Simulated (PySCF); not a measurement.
From computed data to an observable: dipole moment from atomic charges

LiH, SMILES [LiH]. Atoms are numbered in the order given.

```xyz
2

Li     0.0000     0.0000    -0.3991
H      0.0000     0.0000     1.1972
```
Charge 0, spin multiplicity 1.

Geometry: PBE0-D3(BJ)/def2-TZVPD.

Charges (e) from ωB97X/def2-TZVPD (PySCF):

```tsv
atom	ESP fit	IAO
Li1	0.677	0.585
H2	-0.677	-0.585
```

The dipole moment of the full density is 5.88 D.

Task: What dipole moment does each set of point charges give, and which comes closer to that of the density?

Result: 
μ = Σ q r, and 1 e Å = 4.8032 D.
ESP fit: Σ q r = (0.000, 0.000, -1.081) e Å, |μ| = 5.19 D.
IAO: Σ q r = (0.000, 0.000, -0.934) e Å, |μ| = 4.49 D.
ESP fit comes closer in size. Point charges leave out the atoms' own dipoles (lone pairs, polarised bonds); fits to the potential absorb them, partitions of the density don't.
